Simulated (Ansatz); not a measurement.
Cartesian coordinates in Å:
```
N 0.844 0.130 -1.340
C 0.141 0.058 -0.189
C -0.517 -0.092 0.804
O -1.185 -0.124 1.931
H 0.550 0.861 -1.971
H 1.846 0.117 -1.226
H -1.680 -0.949 1.992
```

The species carries charge 0 and has multiplicity 1.

(1) List the PBE/def2-TZVPP orbital energies in eV (the Gaussian-basis code of Ansatz). (Estimate.)

## Answers

(1) The calculation gave: Occupied: -511.74, -381.02, -269.54, -268.99, -27.14, -22.75, -17.74, -15.00, -13.16, -12.74, -10.89, -9.71, -8.25, -5.49, -4.83. Lowest empty: -0.16, 0.19, 1.29, 1.81, 2.56, 3.20, 3.81, 5.58.
